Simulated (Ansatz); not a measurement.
Reaction (SMILES): O=CO + H+ → O=C[OH2+]
B3LYP-D3(BJ)/def2-TZVP geometries, fixed; electronic energies without zero-point terms; positive where energy is released.
Largest species:
```xyz
6

O     -1.0512    -0.5390    -0.0452
C      0.2216     0.5857     0.0087
O      1.2564     0.1357     0.1286
H     -0.7781    -1.4708    -0.1509
H     -0.3073     1.5344    -0.0525
H     -1.8852    -0.3516    -0.5157
```
Charge +1, spin multiplicity 1.

Effect of the final integration grid (spheres per factor e of radius in core and valence, angular degree) at PBE0/cc-pVTZ with Ansatz (a first-principles code), against the last row, where the proton affinity is 162.43 kcal/mol. Species with rotatable bonds are taken in one conformer. The proton sits at the site shown, which need not be the one that binds it best. The default's grid is 13, 11, 36.

| setting | largest shift of a total energy (mEh) | shift of the proton affinity (kcal/mol) |
|---|---|---|
| accuracy: medium (default) | 0.000 | 0.000 |
| final_grid: 4, 3, 11 | -0.952 | 0.356 |
| final_grid: 6, 5, 17 | -0.116 | -0.091 |
| final_grid: 8, 7, 23 | -0.014 | 0.006 |
| final_grid: 10, 9, 29 | -0.001 | 0.000 |
| final_grid: 18, 15, 47 | 0.000 | 0.000 |
| final_grid: 26, 22, 59 | 0.000 | 0.000 |

Within 0.05 kcal/mol in the proton affinity: accuracy: medium (default); final_grid: 8, 7, 23; final_grid: 10, 9, 29; final_grid: 18, 15, 47. The largest shift is 0.952 mEh in a total energy and 0.356 kcal/mol in the difference.
